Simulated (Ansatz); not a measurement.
hcp Lu, treated with PBEsol-D3(BJ) in Ansatz (plane waves, PAW).

Numerical settings: plane-wave cutoff 520 eV, 18×18×10 k mesh (along the axes of the cell as run), Fermi–Dirac smearing 0.05 eV, scalar-relativistic PAW data made under PBE.

The volume scan:

| V (Å³/atom) | E − E_lowest (meV/atom) | P (GPa) |
|---|---|---|
| 25.081 | 7.41 | 2.341 |
| 25.604 | 1.80 | 1.121 |
| 26.126 | 0.00 | -0.003 |
| 26.649 | 1.72 | -1.036 |
| 27.171 | 6.67 | -1.984 |

**Question.** What bulk modulus B0 and pressure derivative B′ does a third-order Birch–Murnaghan fit give?

**Answer.** V0 = 26.125 Å³/atom, B0 = 53.8 GPa, B′ = 3.2 (fit to the energies at full precision).

Shape and atoms are relaxed at each volume.

Measured, for comparison: bulk modulus 47.6 GPa (room temperature, not corrected to a static lattice; as tabulated in Wikipedia's data pages); equilibrium volume per atom 29.52 Å³/atom (room temperature, not corrected to a static lattice; as tabulated in Söderlind et al. (2014), doi:10.1088/0953-8984/26/41/416001). Computed (rounded) less measured: bulk modulus +13 %, equilibrium volume per atom -11.5 %.

Note: the bulk modulus comes from volumes at which shape and atoms were relaxed.

Spin–orbit coupling is not included.

Static lattice: no zero-point or thermal effects.

The result took roughly 5 core-minutes.

Ansatz is an electronic-structure program.
